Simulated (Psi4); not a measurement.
# One shape, several levels: BH2F− (SMILES [BH2-]F)

Wanted: a comparison of 5 runs (UHF/STO-3G, UHF-D3(BJ)/cc-pVDZ, UBP86/aug-cc-pVDZ, UPBE0/aug-cc-pVDZ, UCCSD(T)/DZP) of BH2F−. 

The calculation is run with Psi4 1.11.

5 further runs of the same task are left out: 5 set aside as unsound or not needed.

### Step 1. Starting point

BH2F−: 4 atoms, total charge -1, spin state doublet. SMILES: `[BH2-]F`. The coordinates come from a GFN2-xTB relaxation.

Bond lengths: B1–F2 1.499 Å, B1–H3 1.242 Å, B1–H4 1.242 Å. Angles: F2–B1–H3 108.4°, F2–B1–H4 108.4°, H3–B1–H4 113.0°.

### Step 2. Energy and forces at UHF/STO-3G (run 1)

Input file bfh2.dat:

```
memory 1600 mb

molecule mol {
  -1 2
  B     -0.086340     0.304430     0.102380
  F      1.031910    -0.468820     0.732960
  H     -1.140340    -0.333670     0.256190
  H      0.194760     0.498060    -1.091520
  symmetry c1
  no_reorient
  no_com
}

set reference uhf
set puream true
set e_convergence 1e-09
set d_convergence 1e-08
set scf_type pk
set maxiter 200

energy_value, wavefunction = gradient('scf/STO-3G', return_wfn=True)
oeprop(wavefunction, 'WIBERG_LOWDIN_INDICES', 'MULLIKEN_CHARGES', 'LOWDIN_CHARGES')
```

Run with:

```console
psi4 -n 1 bfh2.dat bfh2.out
```

bfh2.out:

```text
[...]
  Running in c1 symmetry.
[...]
  Nuclear repulsion =   24.681591575925811
[...]
  Multiplicity = 2
[...]
  Nalpha       = 9
  Nbeta        = 8
[...]
    Number of basis functions: 12
[...]
   @UHF iter   1:  -123.33848871282167   -1.42947e+00   1.34926e-02 ADIIS/DIIS
[...]
   @UHF iter  12:  -123.36600774525257   -5.82645e-13   9.76668e-09 DIIS
[...]
   @S^2 Observed:                7.547252833E-01
[...]
    Orbital Energies [Eh]
    ---------------------
    Alpha Occupied:
       1A    -25.440408     2A     -6.938051     3A     -1.055546
       4A     -0.302026     5A     -0.144036     6A     -0.125721
       7A     -0.081086     8A     -0.017930     9A      0.125057
    Alpha Virtual:
      10A      0.964787    11A      1.066816    12A      1.078384
    Beta Occupied:
       1A    -25.439553     2A     -6.906781     3A     -1.050727
       4A     -0.252980     5A     -0.134172     6A     -0.090692
[...]
  @UHF Final Energy:  -123.36600774525257
   => Energetics <=
    Nuclear Repulsion Energy =             24.6815915759258111
    One-Electron Energy =                -228.1606188318350519
    Two-Electron Energy =                  80.1130195106566703
    Total Energy =                       -123.3660077452525741
  UHF NO Occupations:
  HONO-2 :    7  A 1.9992698
  HONO-1 :    8  A 1.9990498
[...]
 Multipole Moments:
 ------------------------------------------------------------------------------------
     Multipole            Electronic (a.u.)      Nuclear  (a.u.)        Total (a.u.)
 ------------------------------------------------------------------------------------
 L = 1.  Multiply by 2.5417464519 to convert [e a0] to [Debye]
 Dipole X            :        -15.1471962           14.9475636           -0.1996326
 Dipole Y            :          4.7640588           -4.7863739           -0.0223151
 Dipole Z            :        -12.0661509           11.8546488           -0.2115020
 Magnitude           :                                                    0.2916920
[...]
  -Total Gradient:
     Atom            X                  Y                   Z
    ------   -----------------  -----------------  -----------------
       1       -0.030256183628     0.048473814849    -0.000020700529
       2        0.039643877011    -0.031435555732     0.019871776694
       3       -0.020772785278    -0.018535869241     0.006314559795
       4        0.011385091894     0.001497610124    -0.026165635961
[...]
  Mulliken Charges: (a.u.)
   Center  Symbol    Alpha    Beta     Spin     Total
       1     B     3.09461  2.02439  1.07021 -0.11900
       2     F     4.68872  4.68152  0.00720 -0.37023
       3     H     0.60833  0.64704 -0.03870 -0.25537
       4     H     0.60834  0.64705 -0.03871 -0.25539
   Total alpha =  9.00000, Total beta =  8.00000, Total charge = -1.00000
  Lowdin Charges: (a.u.)
   Center  Symbol    Alpha    Beta     Spin     Total
       1     B     3.15694  2.11315  1.04380 -0.27009
       2     F     4.65947  4.64646  0.01302 -0.30593
[...]
```

Wall time 1.2 s (1 thread of Intel Xeon 6975P-C (Granite Rapids), shared host); peak memory 0.18 GiB.

### Step 3. Energy and one-electron properties at UHF-D3(BJ)/cc-pVDZ (Cholesky decomposition, C-PCM ethanol) (run 2)

Input file run.py:

```python
import psi4

psi4.set_memory(1600000000)
psi4.set_num_threads(1)
psi4.core.set_output_file('output.dat', False)

molecule = psi4.geometry("""
-1 2
B
F 1 1.498676
H 1 1.24167 2 108.42778
H 1 1.241735 3 113.04155 2 120.25031
symmetry c1
no_reorient
no_com
""")

psi4.set_options({
    'basis': 'cc-pVDZ',
    'reference': 'uhf',
    'scf_type': 'cd',
    'print': 2,
    'pcm': True,
})
psi4.pcm_helper("""
  Units = Angstrom
  Medium {
    SolverType = CPCM
    Solvent = Ethanol
  }
  Cavity {
    Type = GePol
    RadiiSet = UFF
    Scaling = False
    Area = 0.3
    Mode = Implicit
  }
""")

result, w = psi4.energy("hf-d3bj2b", return_wfn=True)
psi4.oeprop(w, "MULTIPOLE(3)", "MAYER_INDICES")
print('E =', round(result, 9))
```

Run with:

```console
python run.py
```

output.dat:

```text
[...]
  Running in c1 symmetry.
[...]
  Nuclear repulsion =   24.681593573524232
[...]
  Multiplicity = 2
[...]
  Nalpha       = 9
  Nbeta        = 8
[...]
   @UHF iter   1:  -125.33411163996021   -1.00783e+00   8.09558e-03 DIIS/ADIIS
[...]
   @UHF iter   9:  -125.37574147158638   -1.49193e-08   8.74858e-07 DIIS
[...]
   @S^2 Observed:                7.540492644E-01
[...]
    Orbital Energies [Eh]
    ---------------------
    Alpha Occupied:
       1A    -26.193319     2A     -7.569069     3A     -1.480872
       4A     -0.682249     5A     -0.581997     6A     -0.575997
       7A     -0.523277     8A     -0.397187     9A     -0.241142
    Alpha Virtual:
      10A      0.238554    11A      0.298264    12A      0.304634
      13A      0.446211    14A      0.468714    15A      0.573629
      16A      0.657674    17A      0.810587    18A      0.881483
      19A      0.953960    20A      0.964641    21A      1.078890
      22A      1.332712    23A      1.494061    24A      1.644547
      25A      1.668342    26A      1.761383    27A      1.765342
[...]
  @UHF Final Energy:  -125.37574147158638
   => Energetics <=
    Nuclear Repulsion Energy =             24.6815935735242320
    One-Electron Energy =                -227.4595300049760453
    Two-Electron Energy =                  77.5168726327295730
    PCM Polarization Energy =              -0.1047127571452298
    Total Energy =                       -125.3757414715863803
  UHF NO Occupations:
  HONO-2 :    7  A 1.9995829
[...]
 Multipole Moments:
 ------------------------------------------------------------------------------------
     Multipole            Electronic (a.u.)      Nuclear  (a.u.)        Total (a.u.)
 ------------------------------------------------------------------------------------
 L = 1.  Multiply by 2.5417464519 to convert [e a0] to [Debye]
 Dipole X            :          0.9199506           -0.9260398           -0.0060892
 Dipole Y            :         -0.4984573            0.5018611            0.0034039
 Dipole Z            :          2.9938621           -2.1306228            0.8632393
 Magnitude           :                                                    0.8632675
 L = 2.  Multiply by 1.3450342976 to convert [e a0^2] to [Debye ang]
 Quadrupole XX       :        -15.8534754            3.3154976          -12.5379778
 Quadrupole XY       :         -2.4324376            2.3555401           -0.0768975
[...]
```

The script printed:

```text
E = -125.375741472
```

Wall time 3.3 s (1 thread of Intel Xeon 6975P-C (Granite Rapids), shared host); peak memory 0.24 GiB.

Runs 3 to 4 aren't shown in full; the table further down has their settings and results.

### Step 4. The energy at UCCSD(T)/DZP (Cartesian functions) (run 5)

Input file input.dat:

```
memory 1.6 GB

molecule {
  -1 2
  B
  F 1 R2
  H 1 R3 2 A3
  H 1 R4 3 A4 2 D4

  R2 = 1.498676
  R3 = 1.24167
  A3 = 108.42778
  R4 = 1.241735
  A4 = 113.04155
  D4 = 120.25031
  units angstrom
  symmetry c1
}

set {
  basis DZP
  reference uhf
  scf_type pk
  freeze_core true
}

energy_value, wavefunction = energy('ccsd(t)', return_wfn=True)
print_variables()
```

Run with:

```console
psi4 -i input.dat -o output.dat -n 1
```

output.dat:

```text
[...]
  Running in c1 symmetry.
[...]
  Nuclear repulsion =   24.681593573524232
[...]
  Multiplicity = 2
[...]
  Nalpha       = 9
  Nbeta        = 8
[...]
    Number of basis functions: 42
[...]
   @UHF iter   1:  -125.24114884086838   -9.35968e-01   7.74901e-03 DIIS/ADIIS
[...]
   @UHF iter  13:  -125.28970109509498   -7.38964e-13   4.28483e-09 DIIS
[...]
   @S^2 Observed:                7.537277634E-01
[...]
    Orbital Energies [Eh]
    ---------------------
    Alpha Occupied:
       1A    -25.980838     2A     -7.377135     3A     -1.268041
       4A     -0.476465     5A     -0.373545     6A     -0.369085
       7A     -0.319706     8A     -0.194136     9A     -0.029540
    Alpha Virtual:
      10A      0.377239    11A      0.415281    12A      0.468984
      13A      0.661368    14A      0.670804    15A      0.688125
      16A      0.820596    17A      1.342489    18A      1.394975
      19A      1.410051    20A      1.479738    21A      1.526727
      22A      1.693134    23A      1.853539    24A      1.875217
      25A      2.045788    26A      2.257190    27A      2.297514
[...]
  @UHF Final Energy:  -125.28970109509498
   => Energetics <=
    Nuclear Repulsion Energy =             24.6815935735242320
    One-Electron Energy =                -227.3132731131681226
    Two-Electron Energy =                  77.3419784445489142
    Total Energy =                       -125.2897010950949834
  UHF NO Occupations:
  HONO-2 :    7  A 1.9996240
  HONO-1 :    8  A 1.9987765
[...]
 Multipole Moments:
 ------------------------------------------------------------------------------------
     Multipole            Electronic (a.u.)      Nuclear  (a.u.)        Total (a.u.)
 ------------------------------------------------------------------------------------
 L = 1.  Multiply by 2.5417464519 to convert [e a0] to [Debye]
 Dipole X            :          0.8014864           -0.9260398           -0.1245534
 Dipole Y            :         -0.4342737            0.5018611            0.0675874
 Dipole Z            :          2.9518096           -2.1306228            0.8211868
 Magnitude           :                                                    0.8333243
[...]
      * MP2 total energy                      = -125.551738938211074
[...]
      * CCSD total energy                     = -125.568289722118280
[...]
      * CCSD(T) total energy                     = -125.573336253736116
[...]
```

It took 3.6 s on 1 thread of Intel Xeon 6975P-C (Granite Rapids), shared host; peak memory 0.2 GiB.

### Step 5. All runs side by side

```tsv
run	level	task	integrals	energy (Eh)	HOMO energy (eV)	LUMO energy (eV)	⟨S²⟩	wall time
1	UHF/STO-3G	gradient	pk	-123.366008	3.40	19.33	0.755	1.2 s
2	UHF-D3(BJ)/cc-pVDZ (Cholesky decomposition, C-PCM ethanol)	properties	cd	-125.375741	-6.56	4.70	0.754	3.3 s
3	UBP86/aug-cc-pVDZ	energy	pk	-125.912316	2.03	3.19	0.753	7.2 s
4	UPBE0/aug-cc-pVDZ	gradient	pk	-125.775878	1.35	3.75	0.753	9.9 s
5	UCCSD(T)/DZP (Cartesian functions)	energy	pk	-125.573336	-0.80	9.31	0.754	3.6 s
```

### Step 6. Outcome

```
                                                         quantity          value
                                              run 5: total energy  -125.57334 Eh
run 5: HOMO energy (Hartree–Fock orbitals) (highest over α and β)       -0.80 eV
 run 5: LUMO energy (Hartree–Fock orbitals) (lowest over α and β)        9.31 eV
               run 5: correlation energy (2 core orbitals frozen)     -283.6 mEh
                                            run 5: (T) correction      -5.05 mEh
                         run 5: ⟨S²⟩ of the reference determinant          0.754
                                             run 5: T1 diagnostic          0.019
```

What this shows: Totals of different functionals can't be ranked against each other. In runs 1, 3, 4 the HOMO lies above zero, so the outermost electron may be held by the basis alone. In run 1 the basis is minimal, so the values are rough. All runs together took 25 s, the longest 9.9 s.
